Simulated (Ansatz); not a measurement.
**How the TA phonon frequency at L of zinc-blende CdSe moves with the method**

No measured value is used here.

```csv
level (code),value (cm⁻¹),cell (Å³/atom)
LDA (Ansatz),34,27.10
PBE (Ansatz),35,29.73
r²SCAN (Ansatz),34,28.84
B3LYP (VWN-RPA form) (Ansatz),39,30.34
HSE06 (Ansatz),(withheld),28.99
```

### Question
Complete the blanks.

### Answer

- HSE06 (Ansatz, a first-principles code), value (cm⁻¹): 37

Each level is taken at its own relaxed cell. Cutoffs and k meshes differ between the levels. Ansatz's density-functional and Hartree–Fock values are scalar-relativistic unless marked +SOC, with PAW data made under PBE.
